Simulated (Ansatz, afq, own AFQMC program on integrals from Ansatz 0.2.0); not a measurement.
**AFQMC, coupled cluster and functionals along a coordinate of GeH₂⁻, doublet**

```yaml
atoms:
  - { symbol: Ge, position_ang: [0.0000, -0.0307, 0.0000] }
  - { symbol: H, position_ang: [0.0000, 1.1080, -1.1584] }
  - { symbol: H, position_ang: [0.0000, 1.1080, 1.1584] }
```

The Ge1–H3 distance is changed with both sides rigid. Energies in mEh count from this geometry (1.624 Å) at the same level; the start stands on UHF, each point on the determinant named.

Basis aug-cc-pVDZ. Noble-gas cores (and the filled d shells of Ga–Kr and In–Xe) are frozen. Integrals, coupled cluster, full CI and functionals: Ansatz 0.2.0; the random walks run on the same integrals in our own AFQMC program. ph-AFQMC/CISD is guided by a CISD state made of CCSD amplitudes; releasing the constraint for a short imaginary time cuts its bias at the price of noise, slowly where states lie close. Uncertainties: one standard error, sampling alone. No spin–orbit coupling.

Cautions, each for one point or more: higher spins were not checked; inner d shell frozen; no relativity below Rb; no spin-orbit coupling; strong correlation; the ph-AFQMC/CISD walk drifts between its halves; unrestricted determinant spin contaminated; walk and cluster series may follow different spin states.

```csv
r(Ge1–H3) / Å,det.,T1,weight,⟨S²⟩,B3LYP,r2SCAN,CCSD(T)
1.477,UHF,0.017,0.91,0.77,6.0,5.3,6.4
1.744,UHF,0.018,0.90,0.77,2.0,2.6,1.9
4.340,UHF¶,0.077,0.82,1.74,89.5§,90.4§,98.8
```

Q: Estimate the curve of CCSDT(Q), counted from the same start.

A: 
```json
{"r(Ge1–H3) / Å": "1.477", "det.": "UHF", "T1": "0.017", "weight": "0.91", "⟨S²⟩": "0.77", "CCSDT(Q)": "6.5", "ph-AFQMC/CISD": "6.4 ± 0.3", "released AFQMC": "6.2 ± 0.3*"}
{"r(Ge1–H3) / Å": "1.744", "det.": "UHF", "T1": "0.018", "weight": "0.90", "⟨S²⟩": "0.77", "CCSDT(Q)": "1.9", "ph-AFQMC/CISD": "2.4 ± 0.3", "released AFQMC": "2.0 ± 0.3*"}
{"r(Ge1–H3) / Å": "4.340", "det.": "UHF¶", "T1": "0.077", "weight": "0.82", "⟨S²⟩": "1.74", "CCSDT(Q)": "96.4", "ph-AFQMC/CISD": "96.2 ± 0.6", "released AFQMC": "96.8 ± 1.0*"}
```

Weight is that of the determinant in the CISD state; at the start T1 is 0.017 and the weight 0.90, and ⟨S²⟩ is 0.77. ¶ marks points with a poor determinant and no full CI, where no value is sure; they don't count among the departures. An asterisk marks released energies that aren't shown to be converged. Symmetry can't show for every point that it stays on the start's state. § marks a functional whose ⟨S²⟩ is too high by over 0.1. Largest departures from CCSDT(Q), at the points where its series has closed: CCSD(T) 0.0 mEh at 1.744 (on UHF), ph-AFQMC/CISD 0.6 mEh at 1.744 (on UHF) (within the noise). The functionals aren't scored here. In this small basis the wave-function levels are far from their limit, so their gap to the functionals isn't the functionals' error.

A walk keeps the symmetry of its determinant, which the program's search chose and which needn't be the lowest solution, so a lower state of the same spin and another symmetry isn't excluded.
